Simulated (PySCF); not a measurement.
Bond length, frequency and bond energy of AlO⁻ by level of theory

State: ¹Σ⁺ (singlet), closed shell. Set-up: Al aug-cc-pV(D+d)Z, O aug-cc-pVDZ; no relativity (PySCF 2.14). De refers to Al + O⁻ in their high-spin ground configurations, without counterpoise correction. A positive dipole points towards O; it is taken about the centre of mass and depends on that origin.

| Level | Re (Å) | ωe (cm⁻¹) | De (eV) | μ (D) | CPU s a point (SCF and correlation, without the integrals) |
| --- | --- | --- | --- | --- | --- |
| RHF-MP2 | 1.680 | 882 | n/a | n/a | 0.14 |
| RHF-SCS-MP2 | 1.675 | 897 | n/a | n/a | n/a |
| RHF-CCSD | 1.657 | 951 | n/a | n/a | n/a |
| RHF-CCSD(T) | 1.669 | 911 | n/a | n/a | 1.3 |
| PBE | 1.669 | 897 | 6.27 | -1.06 | 0.67 |
| revPBE | 1.675 | 886 | 6.02 | -0.99 | 0.47 |
| r²SCAN | 1.651 | 944 | 6.23 | -0.99 | 1 |
| B3LYP | 1.650 | 944 | 5.95 | -1.41 | 0.75 |
| PBE0 | 1.645 | 960 | 6.02 | -1.26 | 1.1 |
| CAM-B3LYP | 1.638 | 977 | 5.99 | -1.57 | 1 |
| B2PLYP | 1.663 | 909 | 6.18 | -1.71 | 0.61 |

(1) What does a quarter of exact exchange do here, going from PBE to PBE0?

(2) What does the step from GGA to meta-GGA do here, going from PBE to r²SCAN?

(3) What does the triples do here, going from RHF-CCSD to RHF-CCSD(T)?

Correlated steps freeze 6 core orbitals. For an ion De counts to the pair picked by the measured ionisation energies or electron affinities, which need not be the lowest pair at this level. The highest Kohn–Sham level is positive in this anion. Much of that is self-interaction error, but it also means that the finite basis helps to hold the extra electron. B2PLYP dipoles, levels and charges come from its SCF part alone. The CCSD T1 diagnostic is raised, a sign that a single reference may not be enough here.

The whole job (state search and all levels along the bond) took about 1.7 min on 1 thread of Arm Neoverse V1 (shared host), peak memory 0.72 GiB.

Answers

(1) PBE0 less PBE: -2.4 pm in Re, +7.0 % in ωe, -0.25 eV in De. Exact exchange removes part of the self-interaction that spreads semilocal densities, and in most molecules shortens and stiffens the bond and lowers De; so it does here.

(2) r²SCAN less PBE: -1.8 pm in Re, +5.2 % in ωe, -0.04 eV in De. 

(3) RHF-CCSD(T) less RHF-CCSD: +1.2 pm in Re, -4.2 % in ωe. Correlation nearly always deepens the well. The bond lengthens, as in strong covalent bonds, where excitations into antibonding orbitals dominate.
